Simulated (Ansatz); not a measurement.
# C₄H₅N: one species, many methods

How much do the methods differ for C₄H₅N? The plan is to run it at one geometry with functionals of several rungs and with coupled cluster. The yardstick is the atomisation energy at the CCSD(T) limit.

The runs use Ansatz 0.2.0, Gaussian basis; functionals in def2-TZVPP, the program's frozen cores in correlated methods.

Plan: LDA (SPW92), PBE-D4, revPBE-D4, BLYP-D4, r2SCAN-D4, B97M-V, PBE0-D4, B3LYP-D4, r2SCANh-D4, r2SCAN0-D4, HSE06-D4, BHLYP-D4, CAM-B3LYP-D4, LC-ωPBE, ωB97X-V, ωB97M-V, B2PLYP, PBE-QIDH; CCSD(T)/def2-SVP; CCSD(T)/def2-TZVPP; MP2/def2-QZVPP; extrapolation to the limit; RPA on PBE.

### 1 Structure used throughout

All runs share one geometry, relaxed beforehand with PBE0-D4 in a triple-zeta def2 set.

SMILES `CC=C=C=N`, 10 atoms, charge 0, spin multiplicity 1.

Atoms are counted from 1 here; the program's logs count them from 0.

Bond lengths: C1–C2 1.490 Å, C1–H6 1.095 Å, C1–H7 1.089 Å, C1–H8 1.095 Å, C2–C3 1.313 Å, C2–H9 1.092 Å, C3–C4 1.269 Å, C4–N5 1.233 Å, N5–H10 1.019 Å. Angles: C2–C1–H6 110.2°, C2–C1–H7 111.7°, C2–C1–H8 110.2°, H6–C1–H7 109.1°, H6–C1–H8 106.4°, H7–C1–H8 109.1°, C1–C2–C3 125.5°, C1–C2–H9 115.9°, C3–C2–H9 118.6°, C2–C3–C4 178.2°, C3–C4–N5 173.4°, C4–N5–H10 114.3°.

### 2 LDA

This LDA is Slater exchange with PW92 correlation.

The input, in.yaml:

```yaml
crystal:
  periodic: [false, false, false]
  atoms:
    - {symbol: C, position_ang: [-1.316755, -1.070596, 0.283043]}
    - {symbol: C, position_ang: [-0.327901, -0.112128, 0.852107]}
    - {symbol: C, position_ang: [0.593889, 0.526906, 0.168784]}
    - {symbol: C, position_ang: [1.471454, 1.126520, -0.525310]}
    - {symbol: N, position_ang: [2.366093, 1.769925, -1.079452]}
    - {symbol: H, position_ang: [-2.336652, -0.727594, 0.486736]}
    - {symbol: H, position_ang: [-1.189087, -1.188836, -0.792050]}
    - {symbol: H, position_ang: [-1.216710, -2.048753, 0.765196]}
    - {symbol: H, position_ang: [-0.393310, 0.058116, 1.928549]}
    - {symbol: H, position_ang: [2.432179, 1.615338, -2.084702]}
basis:
  gaussian: {orbitals: def2-TZVPP}
hamiltonian: {xc: lda}
output: {orbitals: {seedname: orbitals}}
```

The run is started by

```
> ansatz run in.yaml --threads 2 --pin off --events-out ev --progress --plain --max-ram 4352MiB
```

The runs that follow: PBE-D4 (GGA); revPBE-D4 (GGA); BLYP-D4 (GGA); r2SCAN-D4 (meta-GGA); B97M-V (meta-GGA); B3LYP-D4 (hybrid); r2SCANh-D4 (hybrid); r2SCAN0-D4 (hybrid); HSE06-D4 (hybrid); BHLYP-D4 (hybrid); CAM-B3LYP-D4 (range-separated); LC-ωPBE (range-separated); ωB97X-V (range-separated); ωB97M-V (range-separated); B2PLYP (double hybrid); PBE-QIDH (double hybrid); CCSD(T) in def2-SVP; CCSD(T) in def2-TZVPP; MP2 in def2-QZVPP; RPA on PBE orbitals.

**Question.** What will the summary of the whole plan be? Wanted: atomisation energy, CCSD(T)/CBS; farthest beyond LDA; mean size of error, GGA; mean size of error, meta-GGA; mean size of error, hybrid; mean size of error, range-separated; mean size of error, double hybrid; gap, smallest and largest; T1 diagnostic.

As calculated:

| quantity | value |
| --- | --- |
| atomisation energy, CCSD(T)/CBS | 44.133 eV |
| functionals within 0.221 eV (0.5 %) | r2SCANh-D4, LC-ωPBE, ωB97X-V, B2PLYP, PBE-QIDH |
| farthest beyond LDA | PBE-D4 (+2.226 eV) |
| mean size of error, GGA | 1.371 eV |
| mean size of error, meta-GGA | 0.540 eV |
| mean size of error, hybrid | 0.718 eV |
| mean size of error, range-separated | 0.279 eV |
| mean size of error, double hybrid | 0.042 eV |
| gap, smallest and largest | 2.54 eV (LDA (SPW92)), 9.54 eV (LC-ωPBE) |
| T1 diagnostic | 0.0152 |
| triples share of the correlation energy | 4.9 % |

**Reading.** The LDA atomisation energy is off by 7.613 eV (17 %): it overbinds. PBE-D4 is off by +2.226 eV. Double hybrids carry the basis error of their MP2 part in triple zeta, and no dispersion term here, so their miss is partly the set-up's. By mean error the best rung here is double hybrid (0.042 eV) and the worst beyond LDA is GGA (1.371 eV). The reference freezes the cores and leaves out relativity and excitations past (T), so misses under about 0.221 eV can't be ranked. Hartree-Fock recovers 70 % of the binding; the rest is correlation. CCSD(T) in def2-SVP is off by -1.924 eV, worse than the median functional, from the basis alone. Orbital gaps span 2.5 to 9.5 eV; exact exchange widens them. The restricted reference is unstable towards a spin-broken one.
